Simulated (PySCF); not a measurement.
Atom-mapped SMILES (the numbers label the heavy atoms): `[F:1][CH2:2][Cl:3]`; H(Xn) means a hydrogen on atom n.

PySCF 2.14.0 with density-fitted response routines calculation with PBE0-D3(BJ)/def2-TZVP structure and σ from GIAO-B97-2/pcSseg-2; gas phase, non-relativistic Hamiltonian, equivalent nuclei averaged, one conformer.

Shifts are taken against calculated references (same method and geometry level): ¹³C, ¹H against TMS; ¹⁹F against CFCl3; ³⁵Cl against HCl.

```tsv
atoms	nucleus	count	δ (ppm)
Cl3	³⁵Cl	1	?
F1	¹⁹F	1	?
C2	¹³C	1	98.3
H(C2)	¹H	2	6.01
```

Fill in the missing shifts.

Results:


- F1: -182.7 ppm, fluorine on an sp3 carbon
- Cl3: 188 ppm, chlorine bonded to C

Carbons that carry Cl, above all several Cl atoms, come out too deshielded, partly because spin–orbit coupling is missing. Shifts are as computed. Against solution values, carbons near 30 ppm lie about +3 ppm off and those near 130 ppm about +7 ppm; carbons on Cl a further +5 ppm. Of 1211 compounds with measured shifts, 218 miss one by over three times the rms of a fit or turn the order of signals round; such compounds aren't used in these exercises. Unscaled 19F shifts against computed CFCl3 carry errors that often reach 10 to 50 ppm.
